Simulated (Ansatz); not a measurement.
**CH₃⁺, triplet: reading a ladder of total energies**

Geometry: a point of a stretch scan, not a stationary point.

```xyz
4

C     0.0000   -0.1102    0.2079
H     0.0000    2.2164   -3.0262
H     0.0000   -0.1102    1.2908
H     0.0000   -0.7936   -0.7421
```

Basis cc-pVDZ; Ansatz 0.2.0. Only valence electrons are correlated (noble-gas cores frozen), which leaves 6 electrons in 28 orbitals. Prefix R: restricted or restricted open-shell reference; prefix U: unrestricted.

Full CI is exact within this basis and frozen core; it isn't the basis-set limit. The frozen core follows each run's orbitals, which can shift R against U totals by a few meV.

Runs differ by some tens of microhartree through their thresholds and, for an open shell, their frozen cores, so steps under 0.1 kcal/mol mean nothing.

```json
{"level": "UHF", "total energy (hartree)": "-39.066809"}
{"level": "UMP2", "total energy (hartree)": "-39.143052"}
{"level": "UCCSD", "total energy (hartree)": "-39.164554"}
{"level": "UCCSD(T)", "total energy (hartree)": "-39.165916"}
{"level": "UCCSDT", "total energy (hartree)": "-39.166307"}
{"level": "UCCSDT(Q)", "total energy (hartree)": "-39.166339"}
{"level": "full CI", "total energy (hartree)": "-39.166326"}
```

Problem. What is the correlation energy at full CI, and what share of it do UMP2 and UCCSD recover?

Solution. E(corr) = -39.166326 − (-39.066809) = -0.099517 hartree = -2.708 eV. UMP2: -0.076243 / -0.099517 = 76.61 %. UCCSD: -0.097745 / -0.099517 = 98.22 %.

Problem. By how many kcal/mol does UCCSD(T) miss full CI (1 hartree = 627.509 kcal/mol), and which steps make up the rest?

Solution. -39.165916 − (-39.166326) = 0.000410 hartree = 0.26 kcal/mol. Steps: UCCSDT − UCCSD(T) = -0.25, UCCSDT(Q) − UCCSDT = -0.02, full CI − UCCSDT(Q) = 0.01 kcal/mol. That is within 1 kcal/mol of the reference in this basis, which itself misses far more of the correlation at the basis-set limit.
